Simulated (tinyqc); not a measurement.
Starting guesses with plain Roothaan steps: SCF starting guesses in the sto-3g basis, for H2F+, spin multiplicity 1. Computed by the program tinyqc with PySCF. RHF with one setting changed at a time; a run stops when the energy changes by less than 1e-09 hartree and the error matrix is below 1e-5. Starts: the lowest orbitals of the core Hamiltonian, of the Wolfsberg-Helmholz matrix (K = 1.75), projected atomic densities, random orbitals, and the highest orbitals of the core Hamiltonian (a deliberately bad start).

Geometry (angstrom):
```
atom       x        y       z
F     0.0000   0.0000  0.0000
H     0.0000   0.9910  0.5170
H     0.0000  -0.9910  0.5170
```

lowest restricted solution found by these runs and by PySCF = -98.823918 hartree

Largest element of the error matrix X^T (FDS - SDF) X:
```
iteration     core  Wolfsberg-Helmholz  atomic densities   random  highest core orbitals
1          5.1e-01             4.4e-01           9.0e-01  2.3e+01                3.0e-01
2          3.0e-02             1.1e-01           3.1e-01  5.1e-01                5.2e-01
3          1.0e-02             3.1e-02           3.4e-02  4.1e-02                3.0e-02
4          4.2e-03             8.1e-03           5.7e-03  2.0e-02                7.9e-03
5          2.0e-03             2.3e-03           1.3e-03  1.0e-02                3.6e-03
6          9.8e-04             1.1e-03           2.1e-04  5.0e-03                1.6e-03
8          2.3e-04             2.6e-04           2.0e-05  1.3e-03                3.8e-04
10         5.4e-05             6.1e-05           4.4e-06  3.2e-04                8.9e-05
14               -                   -                 -  2.0e-05                4.8e-06
```

How each run ends:
```
run                    iterations  E (hartree)         state
core                           13    -98.82392  lowest found
Wolfsberg-Helmholz             13    -98.82392  lowest found
atomic densities               10    -98.82392  lowest found
random                         16    -98.82392  lowest found
highest core orbitals          14    -98.82392  lowest found
```

What does the comparison show, and why?

5 of 5 runs reach the lowest restricted solution found, in 10 to 16 iterations (fastest: atomic densities). The first errors are 5e-01, 4e-01, 9e-01, 2e+01, 3e-01; the deliberately bad start has the smallest one, so a small first error does not mark a good start.
